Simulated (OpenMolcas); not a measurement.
How basis sets differ on CH2ClF (chlorofluoromethane)

CH2ClF has 5 atoms, charge 0, and is taken as a singlet. SMILES: `FCCl`. The coordinates come from a PBE0-D4/def2-TZVP relaxation.

Each level gives the dipole moment (D). The values are calculated.

**What was measured.** NIST CCCBDB gives the dipole moment of the gas as 1.82 D.

| level | kind | program | value (D) | computed − measured |
| --- | --- | --- | --- | --- |
| PBE50/def2-SV(P) | global hybrid | OpenMolcas | 1.97 | +0.15 |
| PBE50/def2-SVP | global hybrid | OpenMolcas | 1.99 | +0.17 |
| PBE50/def2-TZVP | global hybrid | OpenMolcas | 1.88 | +0.06 |
| PBE50/def2-TZVPP | global hybrid | OpenMolcas | 1.88 | +0.06 |

Nearest: PBE50/def2-TZVP (+0.06 D), PBE50/def2-TZVPP (+0.06 D); farthest: PBE50/def2-SVP (+0.17 D). The measured dipole is a vibrational average, so differences of a few hundredths of a debye mean little.
